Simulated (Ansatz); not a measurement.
Basis-set extrapolation for `O[SiH2]O` (PBE0-D4/def2-TZVP geometry, frozen core, Ansatz 0.2.0). Multiplicity 1, RHF reference.

|  | def2-TZVPP | def2-QZVPP |
| --- | --- | --- |
| HF | -441.173104 | -441.190356 |
| MP2 correlation | -0.609993 | -0.659919 |
| CCSD(T) correlation | -0.650105 | not run |

Energies in hartree. Use E(X) = E(∞) + A·exp(−7.88·√X) for Hartree–Fock and E(X) = E(∞) + B·X^(−2.97) for correlation, with X = 3 and 4, and add CCSD(T) minus MP2 of the smaller set to the MP2 limit.

Problem. What is the CCSD(T) energy at the basis-set limit?

Solution. HF limit: -441.190356 + (-0.017252) × 0.13774 = -441.19273. MP2 limit: -0.659919 + (-0.049926) × 0.74074 = -0.69690. Higher-order term: -0.650105 − (-0.609993) = -0.04011. Total: -441.92974 hartree, 2.90 eV below CCSD(T)/def2-TZVPP.
